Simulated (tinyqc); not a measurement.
Worked calculation: UHF in the sto-6g basis, for NH, spin multiplicity 3. This run ends on a higher stationary point, not on the lowest solution. Computed by tinyqc, a small Python program that keeps every step (integrals from PySCF). Settings: charge = 0, multiplicity = 3, basis = sto-6g, energy threshold = 1e-08, iteration cap = 55, orthogonalisation = canonical, start = highest core orbitals, DIIS depth = 4, method = UHF. Command: `OMP_NUM_THREADS=1 python tinyqc.py 23746 23747 out.jsonl` (the two numbers bound the seeds that draw the settings). One thread of a shared host (Intel(R) Xeon(R) Processor @ 2.60GHz), about 0.1 s of CPU time with the checks.

Geometry (angstrom):
```
atom       x       y       z
N     0.0000  0.0000  0.0000
H     0.0000  0.0000  1.3810
```

Stop when the energy changes by less than 1e-08 hartree and every element of the error matrix X^T (F D S - S D F) X (for each spin) is below 3e-05.

Course of the cycle:
```
iteration  E (hartree)     change  largest element of the error matrix
1           -20.435882          -                             1.19e-01
2           -53.618173  -3.32e+01                             2.20e-01
3           -53.634448  -1.63e-02                             2.19e-01
4           -53.667403  -3.30e-02                             2.15e-01
5           -53.667746  -3.44e-04                             2.15e-01
6           -54.500431  -8.33e-01                             1.54e-01
7           -54.537855  -3.74e-02                             8.20e-02
8           -54.560478  -2.26e-02                             3.74e-02
9           -54.576919  -1.64e-02                             1.41e-02
10          -54.577937  -1.02e-03                             7.21e-03
11          -54.578731  -7.94e-04                             3.08e-03
12          -54.578770  -3.93e-05                             1.49e-03
13          -54.578790  -1.96e-05                             6.18e-05
14          -54.578790  -1.15e-08                             7.67e-06
15          -54.578790  -2.53e-10                             2.30e-06
```

Can the last value be used, and what does the course show?

No, though the log alone does not show it. Converged in 15 iterations. But the solution lies 0.17640 hartree above the reference: it is another stationary point, not the lowest one. Reruns (cap 100 unless said): DIIS 8: converged in 18 to a higher stationary point; damping 0.5: converged in 52 to a higher stationary point; level shift 0.5: converged in 25 to a higher stationary point; atomic densities as start, DIIS 8: converged in 10. PySCF UHF in the same basis, after a stability check = -54.755187 hartree.
